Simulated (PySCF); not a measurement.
Compound: C5H7F (charge +1 and doublet state).
Z-matrix (Å and degrees, GFN2-xTB geometry), rows numbered from 1:
```
C 
C   1  1.5361
F   2  1.3600  1  110.69
C   2  1.4462  1  115.68  3   127.06
C   4  1.3465  2  151.32  1    53.14
C   5  1.4640  4   63.34  2  -177.60
H   1  1.0853  2  110.67  3   179.97
H   1  1.0874  2  109.38  3    59.23
H   1  1.0895  2  108.88  3   -59.02
H   2  1.1147  1  106.29  3  -114.75
H   5  1.0669  4  149.72  6  -176.04
H   6  1.0943  4  122.96  5   105.71
H   6  1.0946  4  119.54  5  -110.87
```

The hyperfine couplings belong to this conformer and change with its torsions.

Identity: `C[C@@H](F)[C+]1[CH]C1` [radical] (charge +1).

Level of theory: UKS B3LYP, pcH-1 on C F H, non-relativistic, mean-field spin-orbit, GIAO in PySCF. Geometry: GFN2-xTB, one conformer, isolated ion. A GFN2-xTB geometry isn't a minimum of the functional, and hyperfine couplings can be far from their values at a DFT geometry, by a factor of two or more for some ions and for spin on atoms past the first row. Stability of the SCF solution: not tested.

Principal values of hyperfine tensors in MHz (contact and dipolar terms together), for some of the nuclei:

| atom | isotope | A1 | A2 | A3 |
| --- | --- | --- | --- | --- |
| H13 | 1H | 288.03 | 288.61 | 311.28 |
| H12 | 1H | 284.03 | 285.46 | 307.37 |
| H10 | 1H | 136.04 | 139.95 | 148.70 |
| C6 | 13C | -63.49 | -56.03 | -36.36 |
| C5 | 13C | -1.43 | 0.93 | 126.49 |
| C1 | 13C | 13.89 | 14.41 | 26.41 |
| C2 | 13C | -20.06 | -17.79 | -5.00 |
| C4 | 13C | -13.25 | -7.15 | 59.66 |

Task: Split each tensor into its isotropic and traceless parts, and turn a_iso into mT with g = 2.0033.

Result: a_iso is a third of the trace, T = A − a_iso, and a(mT) = a(MHz)/(g × 13.996).

```csv
atom,a_iso (MHz),a_iso (mT),T1,T2,T3
H13,295.97,10.556,-7.95,-7.36,15.31
H12,292.29,10.424,-8.26,-6.83,15.09
H10,141.56,5.049,-5.53,-1.61,7.13
C6,-51.96,-1.853,-11.53,-4.07,15.60
C5,42.00,1.498,-43.43,-41.06,84.49
C1,18.24,0.650,-4.34,-3.83,8.17
C2,-14.28,-0.509,-5.78,-3.51,9.28
C4,13.09,0.467,-26.34,-20.23,46.57
```

Task: What spin density at the nucleus of H10 lies behind its contact coupling (g_N = 5.58569)?

Result: a_FC = 800.24 MHz bohr³ × g_N × ρ(0)/(2S). With a_FC = 141.56 MHz and 2S = 1, ρ(0) = 0.03167 bohr⁻³. In magnitude that is 9.9 % of the 1/π = 0.318 of a free hydrogen atom.

Task: H11 (1H, g_N = 5.58569) isn't in the table. Its spin density at the nucleus is -0.008316 bohr⁻³. What is its contact coupling?

Result: By the same relation, a_FC = -37.2 MHz. Its full tensor has the principal values -57.10, -41.06, -13.36 MHz.

Task: Which nucleus of the table has the largest anisotropic coupling, and what is its form?

Result: C5: -43.4, -41.1, 84.5 MHz, nearly axial, close to the ratio −1:−1:+2, the form that spin in one p orbital centred on that nucleus gives.

Task: What first-order splitting does H12 cause when the field lies along A1, A2 or A3 of its tensor (g taken as isotropic, no quadrupole term)?

Result: 2 lines (I = 1/2), spaced by |A_i|/(g × 13.996): 10.13, 10.18, 10.96 mT along the axes of A1, A2 and A3.
